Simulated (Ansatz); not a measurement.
**KSb3: from a trial structure to a relaxed crystal**

Computed with Ansatz, DFT PBE, scalar-relativistic, plane waves, PAW. Cutoff 420 eV, Γ-centred k mesh, Gaussian smearing, no spin polarisation in the final step.

KSb3 was placed on the Cu3Au (L1_2) structure type (Pm-3m, No. 221), with K in place of Au, Sb in place of Cu, at a guessed volume.

```yaml
crystal:
  lattice:
    - [4.89819, 0.00000, 0.00000]
    - [0.00000, 4.89819, 0.00000]
    - [0.00000, 0.00000, 4.89819]
  atoms:
    - { symbol: K, position: [0.00000, 0.00000, 0.00000] }
    - { symbol: Sb, position: [0.00000, 0.50000, 0.50000] }
    - { symbol: Sb, position: [0.50000, 0.00000, 0.50000] }
    - { symbol: Sb, position: [0.50000, 0.50000, 0.00000] }
```

Cell and atoms relax at zero pressure; the relaxation can't lower the symmetry of the start.

Energies over the elements count from the elements' standard structures at the same level, with no empirical corrections.

**Question.** Which crystal results?

**Answer.** It keeps Pm-3m (No. 221). The result has the Cu3Au (L1_2) structure. Conventional cell: a = 4.886 Å. Around K lie 12 Sb at 3.45 Å; around Sb lie 4 K at 3.45 Å and 8 Sb at 3.45 Å.

```xyz
4
Lattice="4.8857 0.0000 0.0000 0.0000 4.8857 0.0000 0.0000 0.0000 4.8857" Properties=species:S:1:pos:R:3 pbc="T T T"
K     0.0000    0.0000    0.0000
Sb    0.0000    2.4429    2.4429
Sb    2.4429    0.0000    2.4429
Sb    2.4429    2.4429    0.0000
```

**Question.** What are its volume, energy, density and gap?

**Answer.** The volume per atom is 29.16 Å³. The density is 5.76 g/cm³, the energy over the elements is -0.02 eV/atom and the gap on the 10×10×10 mesh is 0 eV (a metal).

The final run used a 10×10×10 mesh on its 4-atom cell and 0.10 eV smearing. For metals, differences of a few meV/atom aren't resolved. Spin–orbit coupling is left out. Symmetry constrained the relaxation, so the result can be a saddle point.

Cost: 2 runs of about 1.1 core-minutes in all, on Intel Xeon Platinum 8259CL (Skylake/Cascade Lake) (shared hosts).